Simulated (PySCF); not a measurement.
**Level sweep**

Compound: 1,1,1-trichloro-2-fluoroethane, C2H2Cl3F.
SMILES: `FCC(Cl)(Cl)Cl`

PySCF, dipoles from the SCF density, polarisabilities from static response with core orbitals frozen. Geometry: PBE0-D3(BJ)/def2-SVP; no solvent, vibrations or thermal averaging.

The anisotropy is √(½[(α1 − α2)² + (α2 − α3)² + (α3 − α1)²]).

```tsv
level	μ (D)	α (au)	anisotropy (au)
LDA/def2-SVPD	1.512	71.45	9.33
PBE/def2-SVPD	1.480	71.14	9.60
B3LYP/def2-SVPD	1.558	68.73	9.62
PBE0/def2-SVPD	1.571	67.90	9.36
BHandHLYP/def2-SVPD	1.649	65.95	9.46
CAM-B3LYP/def2-SVPD	1.601	67.40	9.27
wB97X-D/def2-SVPD	1.609	66.98	9.27
LC-wPBE/def2-SVPD	1.624	65.61	8.79
HF/def2-SVPD	1.752	63.44	9.56
PBE0/6-31G*	1.632	50.81	11.73
PBE0/def2-SVP	1.528	48.82	9.80
PBE0/6-31+G*	1.688	60.03	10.91
PBE0/aug-cc-pVDZ	1.557	67.72	9.63
PBE0/def2-TZVP	1.528	60.81	10.51
PBE0/def2-TZVPD	1.525	69.22	9.50
```

The dipole runs from 1.48 D (PBE/def2-SVPD) to 1.75 D (HF/def2-SVPD). No reference polarisability is at hand; against PBE0 in the largest diffuse basis at hand (def2-TZVPD) the other PBE0 rows deviate by 6-31G* -27%, def2-SVP -29%, 6-31+G* -13%, def2-SVPD -2%, aug-cc-pVDZ -2%, def2-TZVP -12%. In one basis (def2-SVPD) the functionals order the polarisability from HF (lowest) to LDA (highest), a spread of 13%. With PBE0 the polarisability is 53.48 au without diffuse functions (mean of 6-31G*, def2-SVP and def2-TZVP) and 66.22 au with them (mean of 6-31+G*, def2-SVPD, aug-cc-pVDZ and def2-TZVPD).
